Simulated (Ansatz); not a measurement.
Start from `[O]=[Al][Cl]` and change one atom or group to get `[O]=[Al][OH]`.

Ansatz, PBE0-D4/def2-TZVP geometries, multiplicity 1. Each molecule was computed in one conformer, which needn't be the lowest.

```
                                          property  `[O]=[Al][Cl]`
             LUMO energy (ωB97M-V/def2-TZVPP) / eV           -0.76
size of the dipole moment (ωB97M-V/def2-TZVPP) / D            4.10
  size of the dipole moment (B3LYP/def2-TZVPP) / D            3.94
               LUMO energy (B3LYP/def2-TZVPP) / eV           -2.88
              HOMO–LUMO gap (PBE0/def2-TZVPP) / eV            5.30
             HOMO–LUMO gap (B3LYP/def2-TZVPP) / eV            4.79
```

Problem. Give the same properties after the change, and the shifts. (Estimate.)

Solution. Ansatz gave: 
```tsv
property	`[O]=[Al][OH]`	shift
LUMO energy (ωB97M-V/def2-TZVPP) / eV	-0.52	0.24
size of the dipole moment (ωB97M-V/def2-TZVPP) / D	5.37	1.27
size of the dipole moment (B3LYP/def2-TZVPP) / D	5.21	1.27
LUMO energy (B3LYP/def2-TZVPP) / eV	-2.61	0.27
HOMO–LUMO gap (PBE0/def2-TZVPP) / eV	5.23	-0.07
HOMO–LUMO gap (B3LYP/def2-TZVPP) / eV	4.69	-0.10
```

With PBE0 the HOMO rises by 0.39 eV and the LUMO rises by 0.31 eV, so the gap narrows by about 0.08 eV. PBE moves the HOMO by 0.40 eV and ωB97M-V by 0.37 eV. The zero-point energy changes by 29.1 kJ/mol with +2 modes. Dipoles are sizes alone; their direction can turn.

B3LYP here is the variant with VWN-RPA as its local correlation; programs differ in this.
